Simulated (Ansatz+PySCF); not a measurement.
Results of a calculation; reference values are marked as such.
**butadiene → 2-butyne**

butadiene (charge 0, multiplicity 1):
```xyz
10

C     0.0000    0.0037   -0.7274
C     0.0000   -0.0037    0.7274
C     0.0000    1.1141   -1.4779
C     0.0000   -1.1141    1.4779
H     0.0000   -0.9768   -1.2194
H     0.0000    0.9768    1.2194
H     0.0000    1.0675   -2.5695
H     0.0000    2.1089   -1.0210
H     0.0000   -1.0675    2.5695
H     0.0000   -2.1089    1.0210
```

2-butyne (charge 0, multiplicity 1):
```xyz
10

C     0.0000    0.0000   -2.0611
C     0.0000    0.0000   -0.6061
C     0.0000    0.0000    0.6061
C     0.0000    0.0000    2.0611
H     0.0000   -1.0264   -2.4612
H    -0.8889    0.5132   -2.4612
H     0.8889    0.5132   -2.4612
H     0.0000   -1.0264    2.4612
H     0.8889    0.5132    2.4612
H    -0.8889    0.5132    2.4612
```

Shapes relaxed with PBE0/def2-SVP. Single points in def2-SVP with Ansatz (development build ahead of 0.2.0), no zero-point energy. Correlated methods freeze no orbital on H to Be, one on B to Mg, five on Al to Zn, nine on Ga to Sr.

| method | reaction energy |
| --- | --- |
| CCSD (restricted) | 7.90 kcal/mol |
| CCSD(T) (restricted) | 8.71 kcal/mol |
| HF (unrestricted) | 9.78 kcal/mol |
| MP2 (restricted) | 4.63 kcal/mol |
| MP2 (unrestricted) | -9.30 kcal/mol |
| PBE (restricted) | 8.91 kcal/mol |
| PBE0 (restricted) | 7.95 kcal/mol |
| r2SCAN (restricted) | 9.07 kcal/mol |
| wB97X (restricted) | 6.53 kcal/mol |

**Question.** What does HF (restricted) give?

**Answer.** 7.23 kcal/mol. Caution for HF (unrestricted), MP2 (unrestricted): the determinant breaks the point group; the unrestricted determinant is spin contaminated. Caution for MP2 (unrestricted): another reference gives a lower total.
